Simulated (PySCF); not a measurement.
Gas-phase reaction: 4 NH2 + 2 HSiNH2 → Si(NH2)4 + SiH2(NH2)2

Energies from PySCF, thermal terms from the rigid-rotor harmonic-oscillator model, ideal gas at 1 bar. † marks an energy on the PBE0/def2-TZVP geometry and frequencies; other levels use their own. Open shells (unrestricted): NH2 (multiplicity 2); the rest are closed-shell singlets. B3LYP is the form with VWN-RPA correlation. No R ln 2 is added for the mirror-image form of SiH2(NH2)2. HSiNH2, Si(NH2)4, SiH2(NH2)2: computed as isolated molecules; such fragments, hydroxides, amides, oligomers or adducts are transient or little studied in the gas. The harmonic model lacks anharmonicity and excited electronic states, which grow with temperature; levels with a mode under 35 cm⁻¹ are left out. Internal rotation in HSiNH2, Si(NH2)4, SiH2(NH2)2 is treated as a harmonic vibration of one conformer, which makes the entropy rough.

ΔH° and ΔS° at 298 K: B3LYP/def2-TZVP† -1382 kJ, -644 J/K; BLYP/def2-TZVP† -1330 kJ, -644 J/K; M06-2X/def2-TZVP† -1517 kJ, -644 J/K; PBE/def2-SVP -1413 kJ, -642 J/K; r2SCAN/def2-TZVP† -1448 kJ, -644 J/K.

Q: With the heat capacities included, give log10 K (1 bar) at 500, 600, 800, 1400, 2000 K from B3LYP/def2-TZVP†, BLYP/def2-TZVP†, M06-2X/def2-TZVP†, PBE/def2-SVP, r2SCAN/def2-TZVP†.

A: 
```csv
T (K),B3LYP/def2-TZVP†,BLYP/def2-TZVP†,M06-2X/def2-TZVP†,PBE/def2-SVP,r2SCAN/def2-TZVP†
500,110.9,105.3,124.9,114.2,117.7
600,86.9,82.3,98.6,89.7,92.5
800,57.0,53.6,65.8,59.2,61.3
1400,19.1,17.2,24.2,20.5,21.6
2000,4.4,3.0,7.9,5.4,6.1
```
